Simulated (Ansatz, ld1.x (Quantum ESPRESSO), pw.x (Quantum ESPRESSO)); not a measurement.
**From atom to crystal: ultrasoft potential for palladium**

ld1.x (Quantum ESPRESSO) 7.5 input, shortened:

```
&input
   title='Pd', zed=46., rel=1, dft='PW', iswitch=3,
   config='[Kr] 4d9.5 5s0 5p0'
 /
 &inputp
   pseudotype=3, tm=.true., lloc=-1, rcloc=2.35,
   nlcc=.true., new_core_ps=.true., rcore=2.20,
   which_augfun='PSQ', rmatch_augfun=1.85
 /
6
5S  1  0   0.00   0.00  1.95  2.45  0.0
5S  1  0   0.00   1.00  1.95  2.45  0.0
5P  2  1   0.00   0.00  2.25  2.90  0.0
5P  2  1   0.00   0.70  2.25  2.90  0.0
4D  3  2   9.50   0.00  1.80  2.10  0.0
4D  3  2   0.00   0.85  1.80  2.10  0.0
 &test
   configts(1)='4d9.5 5s0 5p0'
 /
```

Atomic tests: cutoffs needed: 25 Ry and 40 Ry (the cutoffs (Ry, on a coarse ladder) from which the occupation-weighted sum of valence levels, in a spherical-Bessel basis at the reference potential, stays within 10 and 1 mRy of its value at 400 Ry); ghost test: no extra level below or beside the all-electron valence levels (s, p, d, f tested) (spherical-Bessel basis up to 400 Ry, 20 bohr box); configuration tests: 1 of 9 tests not solved or not reliable.

Crystal test: fcc Pd in pw.x 7.5, no spin, 15³ k-points, Fermi–Dirac smearing 0.01 Ry, cutoffs 50/400 Ry. The reference is all-electron LAPW (Ansatz 0.2.0) with the same functional, mesh and smearing; V0 and B0 come from Birch–Murnaghan fits to the pressures at five volumes. Errors are pseudo minus all-electron; Δ is the rms difference of the E(V) curves that follow from these fits, minima aligned, over ±6 % about the mean V0. Mesh and smearing are coarse, so the numbers serve the comparison and aren't converged zero-temperature values; the lattice is a test structure that the element need not adopt.

```tsv
V (Å³/atom)	P all-electron (GPa)	P pseudo (GPa)
13.521	12.20	15.38
13.877	5.18	7.96
14.233	-0.81	1.64
14.589	-5.91	-3.75
14.945	-10.25	-8.34
```

All-electron: a0 = 3.842 Å (V0 = 14.18 Å³/atom), B0 = 225.1 GPa.

Pseudopotential: mean pressure error (GPa): +2.49; a0 (Å): 3.856; a0 error (%): +0.36; B0 error (%): -0.3; Δ (meV/atom): 7.7. The largest radius (2.90 bohr) exceeds half the bond length (2.57 bohr), so the spheres overlap, which is one possible source of error among others. Atomic configuration tests: 1 of 9 tests not solved or not reliable.

**Question.** At the middle volume, how do free energy and pressure move when the wave cutoff is lowered (ecutrho held at 400 Ry)?

**Answer.**

```json
{"cutoff (Ry)": "22", "shift of F (meV/atom)": "+331.0", "shift of P (GPa)": "-13.84"}
{"cutoff (Ry)": "30", "shift of F (meV/atom)": "+61.4", "shift of P (GPa)": "-1.10"}
{"cutoff (Ry)": "40", "shift of F (meV/atom)": "+3.8", "shift of P (GPa)": "-0.33"}
```

The run at the middle volume (120 k-points, 10 iterations) took about 16 s on one core of a shared host (Neoverse-V1, 64 threads, 251 GiB, load 19).
